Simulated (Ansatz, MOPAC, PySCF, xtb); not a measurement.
Barrier height from CH3ClF, charge -1 to the transition structure CH3ClF, without zero-point energy, on the benchmark's geometries as Psi4's copy of the set gives them.
Transition structure (charge -1, multiplicity 1, Z-matrix in Å and degrees):
```
C
H 1 1.0696
H 1 1.0696 2 118.62
H 1 1.0696 2 118.62 3 156.83
F 1 2.0496 2 83.20 3 78.41
Cl 1 2.1129 2 96.80 3 -101.59
```
Reactant (charge -1, multiplicity 1):
```xyz
6

F      0.00000     0.00000    -2.64854
C      0.00000     0.00000    -1.24017
H      0.00000     1.02472    -0.88641
H     -0.88743    -0.51236    -0.88641
H      0.88743    -0.51236    -0.88641
Cl     0.00000     0.00000     1.99630
```

Open shells are unrestricted; no spin–orbit coupling.

Frozen-core correlation. Rows in 3-21G, LANL2DZ carry no dispersion term and start afresh at each structure. LANL2DZ brings its own core potentials from Na on. The state that AM1 reach isn't checked.

The values were computed with Ansatz (an electronic-structure program); MOPAC for AM1 (differences of heats of formation); PySCF for 3-21G rows, LANL2DZ rows, the dispersion terms; xtb for the GFN methods. 

| level | barrier height (kcal/mol) |
|---|---|
| AM1 | 74.00 |
| GFN1-xTB | 42.73 |
| SVWN5/def2-TZVPPD | 21.12 |
| PBE-D3(BJ)/def2-TZVPPD | 20.62 |
| revPBE-D3(BJ)/def2-TZVPPD | 20.59 |
| B3LYP/3-21G | 48.80 |
| B3LYP/LANL2DZ | … |
| B2PLYP-D3(BJ)/def2-TZVPPD | … |
| MP2/cc-pVDZ | 42.34 |

Fill in the missing entries.


- B3LYP/LANL2DZ, barrier height (kcal/mol): 21.61
- B2PLYP-D3(BJ)/def2-TZVPPD, barrier height (kcal/mol): 26.59
